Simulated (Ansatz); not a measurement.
A displaced shape of doublet H2O(+):

```yaml
atoms:
  - { symbol: O, position_ang: [0.0008, 0.0480, -0.1307] }
  - { symbol: H, position_ang: [-0.0138, 0.7737, 0.4560] }
  - { symbol: H, position_ang: [-0.0113, -0.8068, 0.5142] }
```

It was optimised with HF/def2-SVP in Ansatz (development build ahead of 0.2.0) to forces under 0.001 eV/Å, with unrestricted orbitals. Each step stands on the lowest determinant of that kind that the program's search found.

What shape does it relax to, and how does the optimisation go?

```yaml
atoms:
  - { symbol: O, position_ang: [0.0000, -0.0005, -0.0908] }
  - { symbol: H, position_ang: [-0.0139, 0.8216, 0.4530] }
  - { symbol: H, position_ang: [-0.0105, -0.8061, 0.4773] }
```

Bond lengths: O1–H2 0.986 Å, O1–H3 0.986 Å. Angles: H2–O1–H3 111.3°.

```csv
step,E − E(start) (eV),largest force (eV/Å)
1,0.0000,4.7301
2,-0.2168,1.2858
3,-0.2401,0.3630
4,-0.2421,0.0698
5,-0.2422,0.0311
6,-0.2422,0.0012
7,-0.2422,0.0000
```

The optimisation ended after 7 steps with its threshold met.
